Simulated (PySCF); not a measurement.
**Fractional electron number in P (phosphorus, neutral)**

The 3p alpha orbital of [Ne] 3s2 3p3 is emptied in steps (occupation f), with all orbitals relaxed, ending at [Ne] 3s2 3p2. All numbers are calculated (PySCF 2.14, the non-relativistic Hamiltonian (point nucleus), in aug-cc-pV(T+d)Z (6s5p4d2f, 55 functions)). The exact energy is a straight line in f; departures are measured from the line between the end points of the same method.

Among UHF, LDA, PBE, PBE0, r2SCAN, LC-wPBE, BHandHLYP, wB97X, M06-2X, r2SCAN0, which shows the largest delocalisation error (convex curve), and which is closest to linear?

Most convex: LDA (-1.049 eV at f = 0.4); closest to linear: LC-wPBE (-0.066 eV).

```tsv
f	UHF (eV)	LDA (eV)	PBE (eV)	PBE0 (eV)	r2SCAN (eV)	LC-wPBE (eV)	BHandHLYP (eV)	wB97X (eV)	M06-2X (eV)	r2SCAN0 (eV)
1	0.000	0.000	0.000	0.000	0.000	0.000	0.000	0.000	0.000	0.000
0.8	0.118	-0.690	-0.675	-0.480	-0.627	-0.047	-0.290	-0.097	-0.318	-0.446
0.6	0.173	-1.043	-1.016	-0.721	-0.935	-0.069	-0.437	-0.143	-0.485	-0.663
0.4	0.169	-1.049	-1.018	-0.720	-0.926	-0.066	-0.438	-0.138	-0.484	-0.656
0.2	0.110	-0.702	-0.678	-0.478	-0.611	-0.041	-0.292	-0.088	-0.312	-0.433
0	0.000	0.000	0.000	0.000	0.000	0.000	0.000	0.000	0.000	0.000
```

| method | E(f=0) − E(f=1) (eV) | −ε at f=1 (eV) | −ε at f=0.4 (eV) |
| --- | --- | --- | --- |
| UHF | 9.911 | 10.672 | 9.750 |
| LDA | 10.585 | 6.308 | 11.431 |
| PBE | 10.495 | 6.300 | 11.340 |
| PBE0 | 10.535 | 7.540 | 11.144 |
| r2SCAN | 10.643 | 6.709 | 11.461 |
| LC-wPBE | 10.609 | 10.313 | 10.683 |
| BHandHLYP | 10.261 | 8.453 | 10.624 |
| wB97X | 10.390 | 9.779 | 10.533 |
| M06-2X | 10.311 | 8.367 | 10.758 |
| r2SCAN0 | 10.626 | 7.819 | 11.210 |

Reference removal energy between the ground levels: 10.487 eV (measured; NIST Atomic Spectra Database, ionization energies). The calculation has no spin-orbit coupling. UHF lacks correlation.
